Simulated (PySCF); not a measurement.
Gas-phase XPS of 1,1,2,2-tetrafluoroethane, computed

Species: 1,1,2,2-tetrafluoroethane, C2H2F4.
Atom-mapped SMILES: `[F:1][CH:2]([F:3])[CH:4]([F:5])[F:6]`

Method used: delta-SCF UKS SCAN, pcX-2 on the ionised atom, pcseg-1 elsewhere, spin-free X2C in PySCF 2.14.0. These are vertical core ionisation energies against the vacuum level, from separate self-consistent calculations with and without the core hole.

Task: List the computed XPS lines with their assignment.

Result: 
| atom(s) | bonded to | level | binding energy (eV) | count |
| --- | --- | --- | --- | --- |
| F1/F3/F5/F6 | C | F 1s | 694.13 | 4 |
| C2/C4 | 2 F, C and H | C 1s | 296.64 | 2 |

Task: Which effective nuclear charge Zeff reproduces each element's mean 1s value in the hydrogen-like formula E = 13.606 eV × Zeff²?

Result: C (Z = 6): mean 296.6 eV, Zeff = 4.67, Z − Zeff = 1.33; F (Z = 9): mean 694.1 eV, Zeff = 7.14, Z − Zeff = 1.86. Means run over the listed sites, weighted by atom count.

One atom of each set of topologically equivalent atoms was ionised and stands for the set; in this conformer not all members are related by symmetry, and their own values weren't computed. One conformer (not necessarily the lowest) at the PBE0-D3(BJ)/def2-SVP geometry, without solvent, vibrations or thermal averaging.

Shape of the structure used: `[F:1][CH:2]([F:3])[CH:4]([F:5])[F:6]`: F1–C2–C4–F5 -70°.
